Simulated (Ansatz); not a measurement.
Two shapes of singlet NH3.

Shape 1:

```xyz
4

N    -0.0005   -0.0215    0.0765
H     0.9472    0.0340   -0.2489
H    -0.5057    0.8251   -0.2544
H    -0.4459   -0.8553   -0.2864
```

Shape 2:

```xyz
4

N    -0.0103   -0.0549    0.1702
H     0.9664    0.0333   -0.3470
H    -0.4493    0.8402   -0.1732
H    -0.4852   -0.8413   -0.1955
```

Basis set: aug-cc-pVDZ (spherical functions). Correlated methods keep 1 orbital frozen. Charge 0, multiplicity 1.

Computed with Ansatz (development build ahead of 0.2.0); each method stands on the lowest determinant of its kind that the runs found.

(1) Which shape is lower in energy, and by how much in each method?

Answers

(1)

```csv
method,E(2) − E(1) (eV)
RHF,0.276
RHF-MP2,0.199
```

Shape 1 is lower.
